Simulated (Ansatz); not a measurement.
Molecular dynamics of BH5OS

Input:

```yaml
crystal:
  periodic: [false, false, false]
  atoms:
    - { symbol: B, position_ang: [0.127968, 0.223928, 0.275435] }
    - { symbol: O, position_ang: [-0.266872, -0.28012, 1.677307] }
    - { symbol: H, position_ang: [-1.160117, -0.673684, 1.651118] }
    - { symbol: H, position_ang: [1.291596, 0.047273, 0.038319] }
    - { symbol: H, position_ang: [-0.692045, -0.008302, -0.574904] }
    - { symbol: S, position_ang: [-0.122423, 2.222516, 0.813071] }
    - { symbol: H, position_ang: [1.13761, 2.413146, 1.296692] }
    - { symbol: H, position_ang: [-0.423417, 1.083542, 1.843661] }
basis:
  gaussian: { orbitals: def2-mTZVP }
hamiltonian:
  xc: pbe
  dispersion: d4
md:
  timestep: 0.5
  n_steps: 200
  ensemble: nve
  temperature: 100.0
  initial_velocities: maxwell_boltzmann
  seed: 5646
```

Run as:

```bash
$ ansatz run input.yaml --threads 1 --pin off --max-ram 2048MiB --backend cpu --events-out ev --progress --plain --runs-dir out
```

It starts at the highest image of a converged band, a first-order saddle point between two minima.

Output, in part (step lines, the closing report, with atoms numbered from 0):

```
md step     0: t =     0.00 fs  T =   100.0 K  F+E_penalty+E_count = -13633.08873420 eV  E_kin = 0.077556 eV  conserved = -13633.01117820 eV  (27 SCF iters)
md step     1: t =     0.50 fs  T =    99.4 K  F+E_penalty+E_count = -13633.08825619 eV  E_kin = 0.077094 eV  conserved = -13633.01116173 eV  (31 SCF iters)
md step     2: t =     1.00 fs  T =    96.6 K  F+E_penalty+E_count = -13633.08607150 eV  E_kin = 0.074951 eV  conserved = -13633.01112040 eV  (31 SCF iters)
md step     3: t =     1.50 fs  T =    92.5 K  F+E_penalty+E_count = -13633.08282207 eV  E_kin = 0.071757 eV  conserved = -13633.01106521 eV  (31 SCF iters)
md step     4: t =     2.00 fs  T =    88.1 K  F+E_penalty+E_count = -13633.07937204 eV  E_kin = 0.068362 eV  conserved = -13633.01100955 eV  (31 SCF iters)
md step     5: t =     2.50 fs  T =    84.6 K  F+E_penalty+E_count = -13633.07659845 eV  E_kin = 0.065634 eV  conserved = -13633.01096486 eV  (31 SCF iters)
md step     6: t =     3.00 fs  T =    82.9 K  F+E_penalty+E_count = -13633.07520857 eV  E_kin = 0.064270 eV  conserved = -13633.01093832 eV  (31 SCF iters)
md step     7: t =     3.50 fs  T =    83.4 K  F+E_penalty+E_count = -13633.07562527 eV  E_kin = 0.064694 eV  conserved = -13633.01093165 eV  (31 SCF iters)
[... lines left out ...]
Total energy: -13633.58189774 eV, -501.0248935681 hartree
Atom 0 at    -0.174472    -0.625113     0.521536 Å, force     0.112706     0.206425    -0.772394 eV/Å
Atom 1 at    -0.101466    -1.369568     1.647212 Å, force    -0.374336    -0.164960     0.688123 eV/Å
Atom 2 at    -0.960708    -1.719161     1.968041 Å, force     0.215987     0.008666    -0.236238 eV/Å
Atom 3 at     0.870182    -0.130996     0.180748 Å, force    -0.110453    -0.046050    -0.062603 eV/Å
Atom 4 at    -1.189505    -0.534215    -0.155639 Å, force     0.186466     0.021207     0.359833 eV/Å
Atom 5 at    -0.011004     3.019793     0.734048 Å, force    -0.545232     0.060119     0.145003 eV/Å
Atom 6 at    -0.143170     2.951936     2.104670 Å, force    -0.112165     0.063707    -0.390630 eV/Å
Atom 7 at    -1.348791     3.333607     0.508864 Å, force     0.627028    -0.149113     0.268906 eV/Å
Dipole moment:    -0.507518    -0.007417     0.281630 e Å
```

The steps, from the saved trajectory:

```json
{"time (fs)": "0.0", "T (K)": "100", "potential energy less start (eV)": "0.000", "conserved less start (meV/atom)": "0.00"}
{"time (fs)": "3.0", "T (K)": "83", "potential energy less start (eV)": "0.014", "conserved less start (meV/atom)": "0.03"}
{"time (fs)": "6.0", "T (K)": "117", "potential energy less start (eV)": "-0.013", "conserved less start (meV/atom)": "0.02"}
{"time (fs)": "9.0", "T (K)": "180", "potential energy less start (eV)": "-0.062", "conserved less start (meV/atom)": "0.01"}
{"time (fs)": "12.0", "T (K)": "264", "potential energy less start (eV)": "-0.127", "conserved less start (meV/atom)": "0.02"}
{"time (fs)": "15.0", "T (K)": "396", "potential energy less start (eV)": "-0.230", "conserved less start (meV/atom)": "-0.01"}
{"time (fs)": "18.0", "T (K)": "457", "potential energy less start (eV)": "-0.277", "conserved less start (meV/atom)": "0.00"}
{"time (fs)": "21.0", "T (K)": "504", "potential energy less start (eV)": "-0.313", "conserved less start (meV/atom)": "0.00"}
{"time (fs)": "24.0", "T (K)": "560", "potential energy less start (eV)": "-0.357", "conserved less start (meV/atom)": "-0.01"}
{"time (fs)": "27.0", "T (K)": "569", "potential energy less start (eV)": "-0.364", "conserved less start (meV/atom)": "0.01"}
{"time (fs)": "30.0", "T (K)": "571", "potential energy less start (eV)": "-0.366", "conserved less start (meV/atom)": "0.00"}
{"time (fs)": "33.0", "T (K)": "571", "potential energy less start (eV)": "-0.365", "conserved less start (meV/atom)": "0.03"}
{"time (fs)": "36.0", "T (K)": "648", "potential energy less start (eV)": "-0.425", "conserved less start (meV/atom)": "-0.01"}
{"time (fs)": "39.0", "T (K)": "674", "potential energy less start (eV)": "-0.445", "conserved less start (meV/atom)": "0.02"}
{"time (fs)": "42.0", "T (K)": "727", "potential energy less start (eV)": "-0.487", "conserved less start (meV/atom)": "-0.02"}
{"time (fs)": "45.0", "T (K)": "698", "potential energy less start (eV)": "-0.463", "conserved less start (meV/atom)": "0.02"}
{"time (fs)": "48.0", "T (K)": "722", "potential energy less start (eV)": "-0.482", "conserved less start (meV/atom)": "0.00"}
{"time (fs)": "51.0", "T (K)": "729", "potential energy less start (eV)": "-0.488", "conserved less start (meV/atom)": "0.01"}
{"time (fs)": "54.0", "T (K)": "763", "potential energy less start (eV)": "-0.514", "conserved less start (meV/atom)": "-0.01"}
{"time (fs)": "57.0", "T (K)": "768", "potential energy less start (eV)": "-0.518", "conserved less start (meV/atom)": "0.00"}
{"time (fs)": "60.0", "T (K)": "751", "potential energy less start (eV)": "-0.505", "conserved less start (meV/atom)": "0.02"}
{"time (fs)": "63.0", "T (K)": "777", "potential energy less start (eV)": "-0.526", "conserved less start (meV/atom)": "-0.02"}
{"time (fs)": "66.0", "T (K)": "756", "potential energy less start (eV)": "-0.508", "conserved less start (meV/atom)": "0.03"}
{"time (fs)": "69.0", "T (K)": "789", "potential energy less start (eV)": "-0.534", "conserved less start (meV/atom)": "-0.02"}
{"time (fs)": "72.0", "T (K)": "742", "potential energy less start (eV)": "-0.498", "conserved less start (meV/atom)": "0.03"}
{"time (fs)": "75.0", "T (K)": "780", "potential energy less start (eV)": "-0.527", "conserved less start (meV/atom)": "-0.02"}
{"time (fs)": "78.0", "T (K)": "749", "potential energy less start (eV)": "-0.503", "conserved less start (meV/atom)": "0.04"}
{"time (fs)": "81.0", "T (K)": "796", "potential energy less start (eV)": "-0.540", "conserved less start (meV/atom)": "-0.03"}
{"time (fs)": "84.0", "T (K)": "758", "potential energy less start (eV)": "-0.510", "conserved less start (meV/atom)": "0.02"}
{"time (fs)": "87.0", "T (K)": "770", "potential energy less start (eV)": "-0.520", "conserved less start (meV/atom)": "0.00"}
{"time (fs)": "90.0", "T (K)": "757", "potential energy less start (eV)": "-0.509", "conserved less start (meV/atom)": "0.01"}
{"time (fs)": "93.0", "T (K)": "750", "potential energy less start (eV)": "-0.504", "conserved less start (meV/atom)": "0.00"}
{"time (fs)": "96.0", "T (K)": "739", "potential energy less start (eV)": "-0.495", "conserved less start (meV/atom)": "0.00"}
{"time (fs)": "99.0", "T (K)": "717", "potential energy less start (eV)": "-0.478", "conserved less start (meV/atom)": "0.02"}
```

The run went to its last step. The conserved energy stayed within 0.042 meV per atom of its start (net change 0.00088 meV per atom), so the integration is sound. The kinetic energy rose, since the run started high on the potential surface and went downhill. It ends in pieces (BH3O + H2S), so much of that is their flight and rotation, not heat. A run of 0.1 ps of so small a system gives no equilibrium averages. The orbitals stay closed-shell, which can raise the energy where a bond breaks towards radicals; this wasn't checked here.

Between its relaxed ends the band would form B1–S6, O2–H8 and break S6–H8. These pairs go: B1–S6 2.08 → 3.65 Å, O2–H8 1.38 → 5.00 Å, S6–H8 1.57 → 1.39 Å. In the last frame they stand as before the step (other bonds may differ from the relaxed reactants and products). It ends as BH3O + H2S. Pairs count as bonded within 1.25 times the sum of covalent radii (0.12 Å more for H–H).

Last frame:

```xyz
8
Properties=species:S:1:pos:R:3
B -0.174 -0.625 0.521
O -0.102 -1.370 1.647
H -0.961 -1.719 1.968
H 0.870 -0.131 0.181
H -1.190 -0.534 -0.156
S -0.011 3.020 0.734
H -0.143 2.952 2.105
H -1.349 3.334 0.509
```

Time of the run: 6.4 min on 1 thread of Arm Neoverse V1 (shared host), peak memory 0.13 GiB.
